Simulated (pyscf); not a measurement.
Single points on ωB97X-D3(BJ)/def2-SVP structures (PySCF, gas phase). MP2 and CC: frozen core, UHF for open shells. ΔMP2 is the change of the MP2 total energy from the triple- to the quadruple-zeta basis.

### Question
For the elementary gas-phase step H₃C–CH₂–NH₂ (SMILES CCN) → H₂C=CH₂ (SMILES C=C) + NH₃ (SMILES N) (singlet surface; C–N, C–H broken, H–N formed), what barrier and reaction energy does CCSD(T)/def2-TZVPP + ΔMP2(QZVPP) give, measured from the reactant's lowest minimum found?

### Answer
ΔE‡ = 3.13 eV, ΔE = +0.73 eV. Zero-point energy shifts the barrier by -0.18 eV. It is an elimination, with an imaginary mode of 889i cm⁻¹. One saddle was located; it need not be the lowest between these sides. The CCSD(T) − MP2 part came from Ansatz, without density fitting, on the same reference.
